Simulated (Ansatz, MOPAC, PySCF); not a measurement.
System: HO (charge 0, doublet). SMILES: [OH]
Geometry: optimised at B3LYP-D3(BJ)/def2-TZVP (Ansatz, a quantum-chemistry and plane-wave program).

Unscaled harmonic wavenumbers (cm⁻¹) in rising order, each level at the stationary point that it reaches from this structure (no distance between atoms moves by over 0.3 Å); the order of modes can differ between levels, and a negative number is imaginary. B3LYP-D3(BJ)/def2-TZVP (PySCF, at the structure above): 3679.

PM6 (MOPAC): 2640. Zero-point energy 3.8 against 5.3 kcal/mol; where all levels lie over 400 cm⁻¹, the wavenumbers are on average 0.718 times those of B3LYP-D3(BJ)/def2-TZVP.

HF/6-31G* (Ansatz): 3996. Zero-point energy 5.7 against 5.3 kcal/mol; where all levels lie over 400 cm⁻¹, the wavenumbers are on average 1.086 times those of B3LYP-D3(BJ)/def2-TZVP.
